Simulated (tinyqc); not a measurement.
Harmonic frequencies on the RHF/sto-6g surface (energies and gradients from PySCF), for H2F+, spin multiplicity 1, step by step. Computed by tinyqc, a small Python program that keeps every step (integrals from PySCF). Settings: charge = 1, multiplicity = 1, basis = sto-6g, delta = 0.002. Command: `OMP_NUM_THREADS=1 python tinyqc.py 23488 23489 out.jsonl` (the two numbers bound the seeds that draw the settings). One thread of a shared host (Intel(R) Xeon(R) Processor @ 2.60GHz), about 4 s of CPU time with the checks.

## One row of the Hessian: 1Fy

optimised positions (bohr):
```
           x         y        z
1F   0.07115   0.00758  0.02358
2H  -0.03235   1.53772  1.03825
3H  -0.01612  -1.51129  1.05656
```

gradient at +delta (hartree/bohr):
```
             x           y           z
1F  -0.0000099   0.0017012  -0.0000013
2H   0.0000582  -0.0008576  -0.0005706
3H  -0.0000483  -0.0008437   0.0005719
```

gradient at -delta (hartree/bohr):
```
             x           y           z
1F   0.0000092  -0.0017016   0.0000086
2H  -0.0000578   0.0008550   0.0005671
3H   0.0000486   0.0008465  -0.0005756
```

Displace 1Fy by +/-0.002 bohr; H(k, :) = (g(+) - g(-)) / (2 delta).

row of the Hessian (hartree/bohr^2): 1Fx -0.0047743, 1Fy 0.8506982, 1Fz -0.0024684, 2Hx 0.0290082, 2Hy -0.4281499, 2Hz -0.2844099, 3Hx -0.0242339, 3Hy -0.4225483, 3Hz 0.2868784

## Hessian by finite differences

All rows are made in the same way, and the matrix is symmetrised.

Hessian (symmetrised) (hartree/bohr^2), lower triangle:
```
            1Fx         1Fy         1Fz         2Hx         2Hy         2Hz         3Hx         3Hy
1Fx   0.0041852
1Fy  -0.0047742   0.8506982
1Fz  -0.0446224  -0.0024685   0.4792508
2Hx  -0.0023448   0.0290081   0.0233378   0.0021382
2Hy   0.0231607  -0.4281499  -0.2216288  -0.0261890   0.4501068
2Hz   0.0237071  -0.2844093  -0.2365721  -0.0212961   0.2527557   0.2126860
3Hx  -0.0018403  -0.0242338   0.0212847   0.0002066   0.0030283  -0.0024109   0.0016336
3Hy  -0.0183865  -0.4225483   0.2240973  -0.0028190  -0.0219568   0.0316537   0.0212056   0.4445052
3Hz   0.0209153   0.2868778  -0.2426788  -0.0020416  -0.0311269   0.0238862  -0.0188737  -0.2557510

           3Hz
3Hz  0.2187928
```

## Normal modes

masses (u): 1F 18.99840, 2H 1.00782, 3H 2.01410

Diagonalise H_ij / sqrt(m_i m_j); the 6 smallest eigenvalues belong to translations and rotations; wavenumber = sqrt(eigenvalue / 1822.888) x 219474.63; each mode has its largest component positive (the first on a tie); zero-point energy = sum of wavenumbers / 2, with 349.755 1/cm per kcal/mol. A mass of 2.014 u marks deuterium.

eigenvalues of the mass-weighted Hessian (hartree/(bohr^2 u)): 0.00000  0.00000  0.00000  0.00000  0.00000  0.00000  0.08531  0.33460  0.64022

harmonic wavenumbers of the vibrations (1/cm): 1501.4  2973.5  4113.1

mass-weighted modes:
```
       mode 1    mode 2    mode 3
1Fx   0.02700  -0.01494   0.01141
1Fy  -0.00552  -0.24195  -0.19835
1Fz  -0.28959   0.17574  -0.10994
2Hx  -0.05671   0.00263  -0.05367
2Hy  -0.44781  -0.07101   0.81746
2Hz   0.63715  -0.02378   0.52463
3Hx  -0.04282   0.04404   0.00293
3Hy   0.33373   0.79332   0.03093
3Hz   0.43871  -0.52292  -0.03346
```

zero-point energy = 12.27717 kcal/mol
